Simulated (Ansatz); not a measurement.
Results of LDA (Ansatz, a first-principles code, plane waves, PAW) for antiferromagnetic bcc Cr.

Run with plane-wave cutoff 500 eV, 26×26×26 k mesh, Fermi–Dirac smearing 0.1 eV, no spin polarisation, no spin polarisation, scalar-relativistic PAW data made under PBE.

Computed at the level's own relaxed cell.

Task: Give the computed volume per atom and equilibrium lattice constant a.

Result: 
* **volume per atom**: 10.84 Å³/atom
* **equilibrium lattice constant a**: 2.789 Å

Measured, for comparison: equilibrium volume per atom 11.91 Å³/atom, lattice constant a 2.877 Å (corrected for temperature and zero-point phonon effects; as tabulated in Levämäki et al. (2014), arXiv:1402.3671). Computed (rounded) less measured: equilibrium volume per atom -9.0 %, lattice constant a -3.1 %.

Note: the commensurate order stands in for chromium's spin-density wave, and the size of the moments varies much between levels.

Computed values are for the static lattice.
